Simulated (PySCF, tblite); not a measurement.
**Complex of K+ and 2 × hydrogen sulfide**

A gas-phase complex of K+ and 2 × hydrogen sulfide; charge +1, singlet. The structure comes from a short search (6 tight-binding starts) and was relaxed by PBE0-D3(BJ)/def2-SVPD; another way of binding may lie lower. Frequencies by PBE0-D3(BJ)/def2-SVPD show no clear imaginary mode.

```tsv
part	name	SMILES	atoms	charge	multiplicity
1	K+	[K+]	1	+1	1
2	hydrogen sulfide	S	2–4	0	1
3	hydrogen sulfide	S	5–7	0	1
```

Coordinates in Å:
```
K1      1.720    3.150   -0.801
S2     -0.346    1.997   -3.032
H3     -0.099    2.742   -4.134
H4      0.285    0.912   -3.534
S5      2.446    2.051    2.178
H6      3.139    3.068    2.738
H7      1.329    2.321    2.890
```

Contacts between parts, classed by geometry: K1···S2 3.252 Å (ion contact); K1···S5 3.257 Å (ion contact).

Interaction energies are complex less parts, with the parts frozen as they stand in it; counterpoise-corrected, in kcal/mol (PySCF).

(1) Give the interaction energy at each level run.

(2) What holds them together? Decompose the wB97M-D3(BJ)/def2-TZVPD energy: frozen parts, their antisymmetrised product, then relaxation.

(3) Are the pair energies additive?

The parts were also relaxed and run alone, at the levels used for the complex: shieldings by PBE0/pcSseg-2.

(4) How do these values change when the complex forms?

## Answers

(1) 
| level | interaction | superposition error removed |
| --- | --- | --- |
| wB97M-D3(BJ)/def2-TZVPD | -19.66 | -0.24 |
| PBE0-D3(BJ)/def2-TZVPD | -21.26 | -0.22 |

(2) electrostatic -19.0, Pauli repulsion +10.7, orbital relaxation -10.4, dispersion correction -1.2 kcal/mol, which sum to the value before the counterpoise correction; the Pauli term holds the exchange-correlation of the frozen density too. Of the attraction, 62 % is electrostatic, 34 % is orbital relaxation, 4 % is dispersion correction.

(3) The pairs sum to -20.71 kcal/mol (1–2 -10.4, 1–3 -10.4, 2–3 0.0); the rest of +1.05 is a many-body weakening.

(4) 
```csv
property,alone,in the complex,change
shielding of K1 (ppm),1325.5,1248.8,-76.7
shielding of S2 (ppm),704.4,709.7,+5.3
shielding of S5 (ppm),704.4,710.0,+5.5
```
